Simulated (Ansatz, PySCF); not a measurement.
This Ansatz (a first-principles code) input computes a PBE0/def2-TZVPD energy:

Ansatz 0.2 input:
```yaml
crystal:
  periodic: [false, false, false]
  atoms:
    - {symbol: N, position_ang: [-0.00000000, -0.00000000, -0.54544247]}
    - {symbol: N, position_ang: [0.00000000, 0.00000000, 0.54544247]}
basis:
  gaussian:
    orbitals: def2-TZVPD
hamiltonian:
  xc: {name: PBE0}
output: {forces: true}
```

Task: Write an input for the same energy in PySCF and say what it gives.

Result: 
```python
from pyscf import gto, scf, dft

mol = gto.M(
    atom='''
    N    -0.00000000   -0.00000000   -0.54544247
    N     0.00000000    0.00000000    0.54544247
    ''',
    basis='def2-tzvpd',
    charge=0,
    spin=0,
    verbose=4,
)

mf = dft.RKS(mol, xc='pbe0').density_fit(auxbasis='def2-universal-jkfit')
mf.grids.level = 3
mf.conv_tol = 1e-9
mf.max_cycle = 100
mf.max_memory = 1500
mf.kernel()
if not mf.converged:
    mf = mf.newton()
    mf.kernel(mf.make_rdm1())
mf.analyze()
```
It gives -109.44680 Eh, and Ansatz -109.44681 Eh, a difference of 0.01 mEh.
